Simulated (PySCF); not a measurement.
# C3H8 (propane): levels of theory compared

We compute a comparison of 6 runs (B3LYP/def2-SVP, BHLYP/def2-SVP, M06-L/def2-SVP, PBE0/def2-SVP, TPSS/def2-SVP, wB97M-V/def2-SVP) of C3H8 (propane). Input form: a Python script.

The results are computed with PySCF 2.14.0.

1 further run of the same task is left out (set aside as unsound or not needed).

### Step 1. The molecule

The species is C3H8 (11 atoms), meant as a singlet with charge 0. As SMILES, `CCC`. Geometry: relaxed at PBE0-D4/def2-TZVP.

Bond lengths: C1–C2 1.519 Å, C2–C3 1.519 Å, C1–H4 1.094 Å, C1–H5 1.094 Å, C1–H6 1.093 Å, C2–H7 1.095 Å, C2–H8 1.095 Å, C3–H9 1.093 Å, C3–H10 1.094 Å, C3–H11 1.094 Å. Some angles: C1–C2–C3 112.7°, C1–C2–H7 109.5°, C1–C2–H8 109.5°, C3–C2–H7 109.5°, C3–C2–H8 109.5°, C2–C1–H4 111.1°, C2–C1–H5 111.1°, C2–C1–H6 111.7°, C2–C3–H9 111.7°, C2–C3–H10 111.0°.

### Step 2. A single-point energy at B3LYP/def2-SVP (run 1)

mol.xyz reads:

```xyz
11
C3H8
C     -0.832500     0.724300    -0.658500
C     -0.124000     0.185100     0.572600
C      0.924300    -0.861400     0.234500
H     -1.340400    -0.077400    -1.202300
H     -0.122300     1.189000    -1.348600
H     -1.581700     1.475200    -0.396800
H      0.347000     1.012100     1.114700
H     -0.861000    -0.244700     1.259400
H      1.423000    -1.237800     1.130800
H      1.692700    -0.448800    -0.425700
H      0.475000    -1.715700    -0.280200
```

input.py reads:

```python
from pyscf import gto, dft

mol = gto.M(
    atom='mol.xyz',
    max_memory=1860,
    basis='def2-svp',
    charge=0,
    verbose=3,
    spin=0,
)

mf = dft.RKS(mol, xc='b3lyp')
mf.conv_tol = 1e-10
mf.grids.level = 5
mf.kernel()
if not mf.converged:
    mf = mf.newton().run(mf.mo_coeff, mf.mo_occ)

energy = mf.e_tot
print('Final energy', energy)
```

Run with:

```
$ OMP_NUM_THREADS=1 python input.py
```

The program printed:

```text
converged SCF energy = -119.056656672742
Final energy -119.05665667274164
```

Wall time 18 s (1 thread of Intel Xeon at 2.70GHz, shared host); peak memory 0.41 GiB.

### Step 3. A single-point energy at BHLYP/def2-SVP (run 2)

run.py reads:

```python
from pyscf import gto, dft

mol = gto.M(
    atom='''
C     -1.573197     1.368729    -1.244385
C     -0.234326     0.349788     1.082057
C      1.746674    -1.627810     0.443141
H     -2.532989    -0.146265    -2.272018
H     -0.231114     2.246884    -2.548485
H     -2.988980     2.787724    -0.749843
H      0.655735     1.912592     2.106478
H     -1.627054    -0.462416     2.379921
H      2.689080    -2.339103     2.136902
H      3.198739    -0.848109    -0.804456
H      0.897620    -3.242203    -0.529501
''',
    verbose=3,
    unit='bohr',
    charge=0,
    basis='def2-svp',
    max_memory=1860,
)

myscf = dft.RKS(mol, xc='bhandhlyp')
myscf.grids.level = 5
myscf.conv_tol = 1e-10
myscf.kernel()
if not myscf.converged:
    myscf = myscf.newton().run(myscf.mo_coeff, myscf.mo_occ)

etot = myscf.e_tot
print('Final energy', etot)
```

Run with:

```
$ OMP_NUM_THREADS=1 python run.py
```

The program printed:

```text
converged SCF energy = -118.970618288005
Final energy -118.97061828800526
```

Run time: 20 s. Hardware: 1 thread of Intel Xeon at 2.70GHz, shared host; peak memory 0.4 GiB.

### Step 4. The energy at M06-L/def2-SVP (run 3)

calc.py reads:

```python
from pyscf import gto, dft

mol = gto.M(
    atom='''
C       -0.832500       0.724300      -0.658500
C       -0.124000       0.185100       0.572600
C        0.924300      -0.861400       0.234500
H       -1.340400      -0.077400      -1.202300
H       -0.122300       1.189000      -1.348600
H       -1.581700       1.475200      -0.396800
H        0.347000       1.012100       1.114700
H       -0.861000      -0.244700       1.259400
H        1.423000      -1.237800       1.130800
H        1.692700      -0.448800      -0.425700
H        0.475000      -1.715700      -0.280200
''',
    max_memory=1860,
    charge=0,
    verbose=3,
    spin=0,
    basis='def2-svp',
)

mf = dft.RKS(mol, xc='m06-l')
mf.conv_tol = 1e-10
mf.grids.level = 5
mf.kernel()
if not mf.converged:
    mf = mf.newton().run(mf.mo_coeff, mf.mo_occ)

etot = mf.e_tot
print(f'total energy: {etot:.8f} hartree')
```

Run with:

```
$ OMP_NUM_THREADS=1 python calc.py
```

The program printed:

```text
converged SCF energy = -119.033399150676
total energy: -119.03339915 hartree
```

Run time: 55 s. Hardware: 1 thread of Intel Xeon at 2.70GHz, shared host; peak memory 0.46 GiB.

Runs 4 to 5 aren't shown in full; the table further down has their settings and results.

### Step 5. A single-point energy at wB97M-V/def2-SVP (run 6)

job.py reads:

```python
from pyscf import gto, dft

molecule = gto.M(
    atom='''
C     -1.573197     1.368729    -1.244385
C     -0.234326     0.349788     1.082057
C      1.746674    -1.627810     0.443141
H     -2.532989    -0.146265    -2.272018
H     -0.231114     2.246884    -2.548485
H     -2.988980     2.787724    -0.749843
H      0.655735     1.912592     2.106478
H     -1.627054    -0.462416     2.379921
H      2.689080    -2.339103     2.136902
H      3.198739    -0.848109    -0.804456
H      0.897620    -3.242203    -0.529501
''',
    spin=0,
    basis='def2-svp',
    charge=0,
    max_memory=1860,
    verbose=3,
    unit='bohr',
)

mf = dft.RKS(molecule)
mf.xc = 'wb97m-v'
mf.grids.level = 5
mf.nlcgrids.level = 1
mf.conv_tol = 1e-10
mf.kernel()
if not mf.converged:
    mf = mf.newton().run(mf.mo_coeff, mf.mo_occ)

energy = mf.e_tot
print('Final energy', energy)
```

Run with:

```
$ OMP_NUM_THREADS=1 python job.py
```

The program printed:

```text
converged SCF energy = -118.959997192613
Final energy -118.95999719261346
```

Wall time 1.7 min (1 thread of Intel Xeon at 2.70GHz, shared host); peak memory 0.46 GiB.

### Step 6. All runs side by side

```csv
run,level,nlc grid,energy (Eh),dipole moment (D),HOMO energy (eV),LUMO energy (eV),wall time
1,B3LYP/def2-SVP,–,-119.056657,0.06,-8.88,1.59,18 s
2,BHLYP/def2-SVP,–,-118.970618,0.05,-10.50,2.60,20 s
3,M06-L/def2-SVP,–,-119.033399,0.05,-7.88,2.08,55 s
4,PBE0/def2-SVP,–,-118.901314,0.05,-9.08,1.95,18 s
5,TPSS/def2-SVP,–,-119.077022,0.06,-7.88,1.39,46 s
6,wB97M-V/def2-SVP,1,-118.959997,0.05,-11.41,3.57,1.7 min
```

### Step 7. Summary of results

| quantity | value |
| --- | --- |
| run 6: total energy | -118.96000 Eh |
| run 6: dipole moment | 0.05 D |
| run 6: HOMO energy | -11.41 eV |
| run 6: LUMO energy | 3.57 eV |
| run 6: HOMO–LUMO gap | 14.98 eV |

What this shows: The dipole moment (its size) runs from 0.05 D (M06-L/def2-SVP) to 0.06 D (TPSS/def2-SVP). The HOMO–LUMO gap runs from 9.26 eV (TPSS/def2-SVP) to 14.98 eV (wB97M-V/def2-SVP). Totals of different functionals can't be ranked against each other. All runs together took 4.3 min, the longest 1.7 min.
